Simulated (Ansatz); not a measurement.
Born–Oppenheimer molecular dynamics of C$_{2}$H$_{3}$N$_{2}$ (7 atoms, charge 0, multiplicity 2). It starts from a relaxed structure.

Level of theory: UHF/def2-SVP (Ansatz).

```
ensemble        : NVT, Langevin thermostat
time step       : 0.5 fs
steps asked     : 600
set temperature : 700 K
friction        : 0.01 /fs
seed            : 823996
```

Frames 0.5 fs apart, positions in Å, forces in eV/Å.

Velocities at 5 fs (Å/ps):

```
N -3.12 -15.67 -7.06
C -2.40 3.27 0.92
N 0.22 9.77 5.94
C 3.61 7.07 0.54
H -25.20 -13.50 14.56
H 8.45 -3.23 -6.96
H -19.12 8.29 9.69
```

```xyz
7
Properties=species:S:1:pos:R:3:forces:R:3 time_fs=5 energy_less_start_eV=0.146 T=503
N -1.009 0.852 -1.036 -1.23 1.27 -0.76
C -0.325 0.151 -0.214 -0.34 0.33 -0.22
N -0.395 -0.964 0.424 -0.20 -1.19 0.71
C 0.868 -0.157 0.495 -0.10 -0.38 1.43
H -1.988 0.538 -1.104 0.99 -0.16 0.04
H 1.061 0.189 1.523 0.00 0.32 -0.74
H 1.691 -0.630 0.021 0.89 -0.19 -0.46
7
Properties=species:S:1:pos:R:3:forces:R:3 time_fs=5.5 energy_less_start_eV=0.175 T=501
N -1.011 0.844 -1.040 -1.58 1.31 -0.88
C -0.327 0.152 -0.213 -0.21 0.30 -0.11
N -0.395 -0.959 0.427 -0.20 -1.27 0.80
C 0.869 -0.154 0.496 -0.47 -0.29 1.39
H -1.998 0.531 -1.096 1.25 -0.09 0.04
H 1.066 0.188 1.519 0.00 0.41 -0.58
H 1.682 -0.627 0.025 1.20 -0.37 -0.66
7
Properties=species:S:1:pos:R:3:forces:R:3 time_fs=6 energy_less_start_eV=0.197 T=467
N -1.013 0.836 -1.044 -1.78 1.37 -0.95
C -0.328 0.154 -0.213 -0.06 0.30 -0.02
N -0.395 -0.954 0.429 -0.20 -1.35 0.89
C 0.871 -0.150 0.496 -0.72 -0.28 1.24
H -2.003 0.524 -1.088 1.36 -0.05 0.00
H 1.073 0.187 1.514 0.00 0.50 -0.39
H 1.676 -0.625 0.026 1.39 -0.48 -0.78
7
Properties=species:S:1:pos:R:3:forces:R:3 time_fs=6.5 energy_less_start_eV=0.212 T=421
N -1.015 0.829 -1.049 -1.90 1.40 -0.98
C -0.330 0.155 -0.213 0.10 0.31 0.06
N -0.395 -0.949 0.432 -0.20 -1.42 0.96
C 0.872 -0.146 0.497 -0.83 -0.35 1.00
H -2.007 0.515 -1.079 1.40 -0.03 -0.05
H 1.081 0.185 1.509 0.00 0.60 -0.18
H 1.673 -0.626 0.027 1.43 -0.51 -0.82
7
Properties=species:S:1:pos:R:3:forces:R:3 time_fs=7 energy_less_start_eV=0.214 T=392
N -1.017 0.823 -1.053 -1.89 1.44 -0.99
C -0.332 0.157 -0.212 0.24 0.33 0.12
N -0.396 -0.945 0.435 -0.21 -1.47 1.03
C 0.873 -0.144 0.498 -0.77 -0.52 0.66
H -2.007 0.507 -1.070 1.32 -0.03 -0.10
H 1.088 0.184 1.503 0.01 0.69 0.04
H 1.675 -0.629 0.026 1.29 -0.44 -0.76
7
Properties=species:S:1:pos:R:3:forces:R:3 time_fs=7.5 energy_less_start_eV=0.208 T=415
N -1.020 0.816 -1.058 -1.74 1.50 -0.98
C -0.334 0.158 -0.212 0.38 0.35 0.17
N -0.396 -0.941 0.438 -0.21 -1.52 1.09
C 0.873 -0.141 0.499 -0.54 -0.78 0.18
H -2.004 0.499 -1.062 1.10 -0.08 -0.15
H 1.097 0.184 1.496 0.02 0.79 0.30
H 1.680 -0.632 0.023 0.99 -0.27 -0.61
7
Properties=species:S:1:pos:R:3:forces:R:3 time_fs=8 energy_less_start_eV=0.203 T=427
N -1.023 0.810 -1.062 -1.46 1.59 -0.96
C -0.335 0.159 -0.211 0.50 0.40 0.20
N -0.396 -0.937 0.441 -0.21 -1.58 1.15
C 0.874 -0.138 0.500 -0.25 -1.08 -0.37
H -1.998 0.492 -1.055 0.77 -0.16 -0.20
H 1.104 0.184 1.488 0.04 0.91 0.60
H 1.689 -0.634 0.019 0.61 -0.07 -0.42
7
Properties=species:S:1:pos:R:3:forces:R:3 time_fs=8.5 energy_less_start_eV=0.205 T=437
N -1.026 0.804 -1.067 -1.06 1.67 -0.90
C -0.337 0.160 -0.210 0.59 0.46 0.19
N -0.396 -0.933 0.444 -0.19 -1.62 1.19
C 0.874 -0.135 0.501 -0.01 -1.35 -0.90
H -1.991 0.485 -1.047 0.34 -0.27 -0.24
H 1.111 0.186 1.480 0.08 1.01 0.88
H 1.699 -0.634 0.014 0.26 0.11 -0.23
7
Properties=species:S:1:pos:R:3:forces:R:3 time_fs=9 energy_less_start_eV=0.212 T=424
N -1.030 0.798 -1.072 -0.55 1.74 -0.81
C -0.338 0.160 -0.209 0.65 0.55 0.15
N -0.396 -0.929 0.448 -0.17 -1.65 1.23
C 0.875 -0.133 0.502 0.18 -1.55 -1.27
H -1.982 0.477 -1.040 -0.18 -0.41 -0.28
H 1.118 0.189 1.475 0.09 1.07 1.06
H 1.707 -0.634 0.009 -0.02 0.24 -0.08
7
Properties=species:S:1:pos:R:3:forces:R:3 time_fs=9.5 energy_less_start_eV=0.221 T=421
N -1.034 0.792 -1.077 -0.01 1.81 -0.72
C -0.339 0.161 -0.208 0.71 0.63 0.10
N -0.397 -0.926 0.451 -0.16 -1.66 1.26
C 0.875 -0.131 0.503 0.36 -1.65 -1.45
H -1.974 0.468 -1.034 -0.71 -0.56 -0.30
H 1.125 0.194 1.473 0.07 1.07 1.07
H 1.714 -0.633 0.004 -0.26 0.35 0.05
7
Properties=species:S:1:pos:R:3:forces:R:3 time_fs=10 energy_less_start_eV=0.228 T=418
N -1.038 0.787 -1.081 0.41 1.85 -0.64
C -0.341 0.162 -0.208 0.75 0.66 0.07
N -0.398 -0.923 0.455 -0.13 -1.62 1.25
C 0.876 -0.129 0.503 0.55 -1.67 -1.45
H -1.968 0.458 -1.026 -1.14 -0.67 -0.32
H 1.134 0.201 1.473 0.01 1.02 0.92
H 1.720 -0.632 -0.001 -0.45 0.43 0.16
7
Properties=species:S:1:pos:R:3:forces:R:3 time_fs=10.5 energy_less_start_eV=0.229 T=394
N -1.042 0.782 -1.087 0.67 1.83 -0.55
C -0.342 0.164 -0.207 0.78 0.68 0.05
N -0.398 -0.920 0.459 -0.10 -1.56 1.24
C 0.876 -0.127 0.502 0.75 -1.60 -1.24
H -1.964 0.445 -1.018 -1.40 -0.73 -0.33
H 1.143 0.208 1.477 -0.10 0.90 0.61
H 1.726 -0.628 -0.005 -0.61 0.48 0.23
```

Of the whole run (300 fs, mean temperature of the second half 755 K): A run of 0.3 ps of so small a system gives no equilibrium averages.

Run time: 9.8 min on 2 threads of Arm Neoverse N1 (shared host), peak memory 0.14 GiB.
